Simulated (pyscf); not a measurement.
Thermochemistry of product channels of SbH₃ + GeH₂ [singlet] on the singlet surface, in kcal/mol, from ωB97M-D3(BJ)/def2-TZVP energies (ideal gas, 1 atm, RRHO with modes under 100 cm⁻¹ raised to 100, one conformer, R ln 2 for chiral ones without a mode under 150 cm⁻¹). Optimised with ωB97X-D3(BJ)/def2-SVP in PySCF.

```tsv
products	ΔE	ΔH(298 K)	ΔG(900 K)	ΔG(1200 K)
H₃Ge–SbH₂	?	-44.9	-16.4	?
H₂Ge=SbH + H₂	-20.2	-19.2	-14.9	-14.1
```

Question: Some entries are withheld; supply them.

Answer: 
- H₃Ge–SbH₂, ΔE: -48.1
- H₃Ge–SbH₂, ΔG(1200 K): -7.5

These are energies of the channels, which say nothing of barriers. Elements up to Kr have no core potential and no relativistic terms here. Elements past Kr carry the def2 core potentials, without spin-orbit coupling.
